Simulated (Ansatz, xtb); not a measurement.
Ligand exchange: SiH2(SiH3)Cl + C3H6 → SiH3(SiH3) + C3H5Cl

Gas-phase species: SiH2(SiH3)Cl, singlet; C3H6 (propene) `C=CC`, singlet; SiH3(SiH3) (disilane), singlet; C3H5Cl (2-chloropropene) `C=C(C)Cl`, singlet. The partners trade Cl for H: Si–Cl and C–H bonds give way to Si–H and C–Cl.

Shapes, held fixed at every level: PBE0-D4/def2-TZVP. Programs: Ansatz 0.2.0, xtb 6.7.1. The zero-point and thermal change to 298 K, harmonic and unscaled (PBE0-D4/def2-TZVP), is -8.7 kJ/mol.

Estimate ΔH(298 K) of this reaction.

The highest level, CCSD(T)/CBS estimate, gives ΔH(298 K) = +128.3 kJ/mol; the levels span +57.2 to +128.3. GFN0-xTB strays far from the other rows. The column of differences is taken from that level and isn't an error. No measured value is set beside it here. The CBS estimate extrapolates MP2 from def2-TZVPP and def2-QZVPP and adds CCSD(T) − MP2 in the triple-zeta set, cores frozen.

```csv
level,kind,ΔH(298 K) (kJ/mol),less CCSD(T)/CBS estimate
GFN0-xTB,semi-empirical,+57.2,-71.1
SPW92/def2-TZVPP,LDA,+108.8,-19.5
B3LYP-D4/def2-TZVPP,global hybrid,+124.7,-3.6
wB97M-V/def2-TZVPP,range-separated hybrid,+127.2,-1.1
B2PLYP/def2-TZVPP,double hybrid,+126.8,-1.5
MP2/def2-SVP,perturbation theory,+117.6,-10.7
CCSD(T)/def2-SVP,coupled cluster or CI,+115.5,-12.8
CCSD(T)/def2-TZVPP,coupled cluster or CI,+124.1,-4.2
CCSD(T)/CBS estimate,coupled cluster or CI,+128.3,0.0
```
